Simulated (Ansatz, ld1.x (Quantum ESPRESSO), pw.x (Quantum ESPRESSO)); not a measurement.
## Equation-of-state test of one TM potential (Au (Z = 79))

* Element: gold
* Generator: ld1.x (Quantum ESPRESSO) 7.5
* Type: norm-conserving Troullier–Martins (Kleinman–Bylander form)
* Functional: LDA (PW92)
* Relativity: scalar-relativistic
* Frozen core: [Xe] 4f14
* Valence charge: 11
* Reference configuration: 5d10 6s1 6p0
* Partial waves: 6s (bound): rc 3.30 bohr; 5d (bound): rc 2.30 bohr; 6p (bound, empty): rc 3.70 bohr
* Local potential: the p channel
* Core correction: none

Atomic tests: cutoffs needed: 40 Ry and 55 Ry (the cutoffs (Ry, on a coarse ladder) from which the occupation-weighted sum of valence levels, in a spherical-Bessel basis at the reference potential, stays within 10 and 1 mRy of its value at 400 Ry); ghost test: no extra level below or beside the all-electron valence levels (s, d, p, f tested) (spherical-Bessel basis up to 400 Ry, 20 bohr box); configuration tests: 2 of 9 tests not solved or not reliable.

Crystal test: bcc Au in pw.x 7.5, no spin, 14³ k-points, Fermi–Dirac smearing 0.01 Ry, cutoffs 70/280 Ry. The reference is all-electron LAPW (Ansatz 0.2.0) with the same functional, mesh and smearing; V0 and B0 come from Birch–Murnaghan fits to the pressures at five volumes. Errors are pseudo minus all-electron; Δ is the rms difference of the E(V) curves that follow from these fits, minima aligned, over ±6 % about the mean V0. Mesh and smearing are coarse, so the numbers serve the comparison and aren't converged zero-temperature values; the lattice is a test structure that the element need not adopt.

All-electron: a0 = 3.214 Å (V0 = 16.60 Å³/atom), B0 = 191.7 GPa.

Question: How far does the potential miss the all-electron equation of state?

Answer: mean pressure error (GPa): +4.52; a0 (Å): 3.237; a0 error (%): +0.71; B0 error (%): +1.1; Δ (meV/atom): 15.4. The largest radius (3.70 bohr) exceeds half the bond length (2.63 bohr), so the spheres overlap, which is one possible source of error among others. This is a poor potential for the solid. Atomic configuration tests: 2 of 9 tests not solved or not reliable.

```tsv
V (Å³/atom)	P all-electron (GPa)	P pseudo (GPa)
15.767	11.43	17.49
16.182	5.24	10.40
16.597	0.01	4.42
17.012	-4.39	-0.64
17.427	-8.11	-4.89
```

Question: At the middle volume, how do free energy and pressure move when the wave cutoff is lowered (ecutrho kept at four times it)?

Answer:

```
cutoff (Ry)  shift of F (meV/atom)  shift of P (GPa)
         32                 +849.6            -57.38
         42                  +22.1             -1.56
         56                   +9.1             -0.13
```

Input at the middle volume:

```
&control
  calculation='scf', prefix='x', pseudo_dir='./', outdir='./tmp', tstress=.true., disk_io='low'
/
&system
  ibrav=0, nat=1, ntyp=1, ecutwfc=70, ecutrho=280, nbnd=13,
  occupations='smearing', smearing='fd', degauss=0.01
/
&electrons
  conv_thr=1e-09, mixing_beta=0.4, electron_maxstep=70
/
ATOMIC_SPECIES
Au 1.0 Au.UPF
CELL_PARAMETERS angstrom
  -1.60690376 1.60690376 1.60690376
  1.60690376 -1.60690376 1.60690376
  1.60690376 1.60690376 -1.60690376
ATOMIC_POSITIONS crystal
Au 0.0000 0.0000 0.0000
K_POINTS automatic
14 14 14 0 0 0
```

```bash
pw.x < Au.scf.in > Au.scf.out
```

Lines of the output:

```
Message from routine setup:
     using ibrav=0 with symmetry is DISCOURAGED, use correct ibrav instead
     lattice parameter (alat)  =       5.2596  a.u.
     unit-cell volume          =     112.0021 (a.u.)^3
     number of electrons       =        11.00
     number of Kohn-Sham states=           13
     kinetic-energy cutoff     =      70.0000  Ry
     charge density cutoff     =     280.0000  Ry
     scf convergence threshold =      1.0E-09
     Exchange-correlation= PW
     number of k points=   104  Fermi-Dirac smearing, width (Ry)=  0.0100
     iteration #  1     ecut=    70.00 Ry     beta= 0.40
     total energy              =     -66.77535097 Ry
     estimated scf accuracy    <       0.06099125 Ry
     iteration #  2     ecut=    70.00 Ry     beta= 0.40
     total energy              =     -66.78162019 Ry
     estimated scf accuracy    <       0.00259647 Ry
     iteration #  3     ecut=    70.00 Ry     beta= 0.40
     total energy              =     -66.78205751 Ry
     estimated scf accuracy    <       0.00006680 Ry
     iteration #  4     ecut=    70.00 Ry     beta= 0.40
     total energy              =     -66.78205828 Ry
     estimated scf accuracy    <       0.00000020 Ry
     iteration #  5     ecut=    70.00 Ry     beta= 0.40
     total energy              =     -66.78205829 Ry
     estimated scf accuracy    <       0.00000002 Ry
     iteration #  6     ecut=    70.00 Ry     beta= 0.40
     the Fermi energy is    16.3496 ev
!    total energy              =     -66.78205829 Ry
     estimated scf accuracy    <          9.2E-11 Ry
     smearing contrib. (-TS)   =      -0.00112921 Ry
     The total energy is F=E-TS. E is the sum of the following terms:
     one-electron contribution =       9.10900247 Ry
     hartree contribution      =       7.08569346 Ry
     xc contribution           =     -10.46918934 Ry
     ewald contribution        =     -72.50643567 Ry
     convergence has been achieved in   6 iterations
          total   stress  (Ry/bohr**3)                   (kbar)     P=       44.17
```

The run at the middle volume (104 k-points, 6 iterations) took about 14 s on one core of a shared host (Neoverse-V1, 32 threads, 247 GiB, load 19).
